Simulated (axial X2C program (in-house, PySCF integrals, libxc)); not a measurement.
# HCP⁺: bond lengths and stretches, held linear

How do method and spin–orbit coupling move the bonds and stretches of HCP⁺, held linear?

Computed with an in-house X2C program for linear molecules on PySCF integrals. Level: all-electron X2C, two-component (2c) or spin-free, H dyall-v3z, C dyall-v3z, P dyall-v3z.

All values are calculated.

2 further runs of the same task are left out: 2 set aside as unsound or not needed.

## 1. The job

The input, task.json:

```json
{
 "zs": [
  1,
  6,
  15
 ],
 "q": 1,
 "bas": [
  "dyall-v3z",
  "dyall-v3z",
  "dyall-v3z"
 ],
 "r0": [
  1.07,
  1.54
 ],
 "symm": 0,
 "scan": [
  "PBE0",
  "HF",
  "BHandHLYP"
 ],
 "levels": [
  "PBE0",
  "HF",
  "r2SCAN"
 ],
 "nst": 2
}
```

Keys: zs atomic numbers; q charge; bas basis sets; r0 starting distance in Å; symm equal bonds; scan levels of the two-bond scan; levels methods; nst determinants followed.

Started as:

```sh
> python solin.py task.json out
```

Masses H 1.008, C 12.000, P 30.974 u.

## 2. Scan at PBE0, 2c

State: Ω = 3/2 (beyond evenly filled blocks: ω = 3/2). Energies above the lowest point, from the job's result record:

```tsv
r(H–C) (Å)	r(C–P) (Å)	E (meV)
1.0579	1.5581	50.28
1.0579	1.5980	13.23
1.0579	1.6380	55.67
1.0850	1.5581	38.16
1.0850	1.5980	0.00
1.0850	1.6380	41.31
1.0850	1.6779	146.83
1.1121	1.5581	52.21
1.1121	1.5980	12.94
1.1121	1.6380	53.13
1.1393	1.5980	48.48
1.1393	1.6779	190.87
```

A quadratic surface with cubic terms in each bond gives the minimum at 1.084 and 1.596 Å, force constants 5.73, 8.05 and coupling -0.16 mdyn/Å.

## 3. Scan at HF, 2c

State: Ω = 3/2 (beyond evenly filled blocks: ω = 3/2). Energies above the lowest point, from the job's result record:

```tsv
r(H–C) (Å)	r(C–P) (Å)	E (meV)
1.0579	1.5581	21.51
1.0579	1.5980	0.39
1.0579	1.6380	41.69
1.0850	1.5581	21.96
1.0850	1.5980	0.00
1.0850	1.6380	40.56
1.0850	1.6779	131.85
1.1121	1.5581	49.09
1.1121	1.5980	26.25
1.1121	1.6380	66.05
1.1393	1.5980	75.55
1.1393	1.6779	204.49
```

A quadratic surface with cubic terms in each bond gives the minimum at 1.072 and 1.591 Å, force constants 6.24, 6.49 and coupling -0.11 mdyn/Å.

## 4. Scan at BHandHLYP, 2c

State: Ω = 3/2 (beyond evenly filled blocks: ω = 3/2). Energies above the lowest point, from the job's result record:

```tsv
r(H–C) (Å)	r(C–P) (Å)	E (meV)
1.0579	1.5581	7.07
1.0579	1.5980	3.05
1.0579	1.6380	78.08
1.0850	1.5581	5.12
1.0850	1.5980	0.00
1.0850	1.6380	73.92
1.0850	1.6779	210.89
1.1121	1.5581	29.14
1.1121	1.5980	22.94
1.1121	1.6380	95.76
1.1393	1.5980	68.32
1.1393	1.6779	274.83
```

A quadratic surface with cubic terms in each bond gives the minimum at 1.074 and 1.580 Å, force constants 6, 8.64 and coupling -0.16 mdyn/Å.

## 5. Comparison

| level | r(H–C) (Å) | r(C–P) (Å) | lower stretch (cm⁻¹) | upper stretch (cm⁻¹) |
| --- | --- | --- | --- | --- |
| PBE0, 2c | 1.084 | 1.596 | 1212.1 | 3257.7 |
| HF, 2c | 1.072 | 1.591 | 1090.8 | 3391.7 |
| BHandHLYP, 2c | 1.074 | 1.580 | 1255.4 | 3335.7 |
| PBE0, spin-free | 1.084 | 1.596 | 1212.7 | 3257.8 |
| HF, spin-free | 1.071 | 1.590 | 1090.1 | 3391.9 |
| BHandHLYP, spin-free | 1.074 | 1.580 | 1256.2 | 3335.8 |

Scans not shown above were run alike.

**Reading.** Over the levels the H–C bond spans 1.071 to 1.084 Å and the C–P bond 1.580 to 1.596 Å. At PBE0 spin–orbit coupling leaves both bonds unchanged to 0.001 Å. Each state is one determinant, the lowest of a limited PBE0 search; the stretches come from a fit to few points and are good to some per cent at best. The molecule was held linear; bending was not examined, so a bent shape may lie lower. Note: functional without a current term on a determinant with orbital currents, of the molecule or an atom.
